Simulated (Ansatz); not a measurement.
## H2C–Cl⁺, triplet in cc-pVTZ: errors against UCCSDT(Q)

Geometry: that of the H2C–Cl, doublet, kept fixed. The singlet lies 3.0 eV lower here.

```yaml
atoms:
  - { symbol: C, position_ang: [0.0000, 0.0000, 1.1869] }
  - { symbol: Cl, position_ang: [0.0000, 0.0000, -0.4984] }
  - { symbol: H, position_ang: [0.0000, 0.9523, 1.6928] }
  - { symbol: H, position_ang: [0.0000, -0.9523, 1.6928] }
```

Basis cc-pVTZ; Ansatz 0.2.0. Only valence electrons are correlated (noble-gas cores frozen), which leaves 12 electrons in 86 orbitals. R marks a restricted (for open shells ROHF) determinant, U an unrestricted one. Active spaces: valence = (12e, 10o) chosen from the atoms' valence shells.

Full CI isn't at hand for all of this; UCCSDT(Q) serves as the reference, and is uncertain by the last step of the cluster series or more. The frozen core follows each run's orbitals, which can shift R against U totals by a few meV.

The UHF ⟨S²⟩ is 2.022. The T1 diagnostic (RCCSD) is 0.0283. The largest doubles amplitude (RCCSD) is 0.036. The T1 diagnostic (UCCSD) is 0.0259.

```json
{"level": "UHF", "E − E(RHF) (eV)": "-0.2753"}
{"level": "RMP2", "E − E(RHF) (eV)": "-8.3764"}
{"level": "UMP2", "E − E(RHF) (eV)": "-8.3103"}
{"level": "RCCSD", "E − E(RHF) (eV)": "-9.3319"}
{"level": "UCCSD", "E − E(RHF) (eV)": "-9.3385"}
{"level": "RCCSD(T)", "E − E(RHF) (eV)": "-9.6935"}
{"level": "UCCSD(T)", "E − E(RHF) (eV)": "-9.6921"}
```

(1) Estimate how far UCCSDT(Q) in cc-pVTZ lies from RCCSD(T). The table doesn't fix it; the size of (T) and the diagnostics are the guide.

(1) UCCSDT(Q) in cc-pVTZ lies 5.1 kJ/mol below RCCSD(T), which is 15 % of the (T) step (-34.9 kJ/mol). The diagnostics are small and the rest is a small part of (T), but (T) is large here. The miss exceeds 1 kcal/mol.

The other levels:

```tsv
level	E − E(UCCSDT(Q)) (kJ/mol)	share of correlation (%)	wall time
BCCD(T)	4.9	99.48	8.5 s (H100)
RCCSDT	1.8	99.81	–
UCCSDT	1.6	99.83	–
RCCSDT(Q)	0.3	99.96	27 s (H100)
CASSCF (valence space)	762.2	18.95	–
NEVPT2 (valence space)	162.6	82.71	5.5 s (H100)
MRCISD (valence space)	74.8	92.05	–
MRCISD+Q (valence space)	13.8	98.53	7 s (H100)
```

The correlation energy at UCCSDT(Q), counted from RHF, is -9.747 eV. That run took 20 s on 2 threads of AMD EPYC 7R13 with a shared H100 80 GB, shared host.

Times hold each run's SCF and search for its determinant on a shared host, so for small cases they say little of a method's own cost. Some runs computed forces too.

Natural occupations of CASSCF (valence space) about the gap: 1.980 1.974 1.973 1.006 1.006 0.033 0.019 0.018; effectively unpaired electrons, Σ n²(2−n)², 2.01.
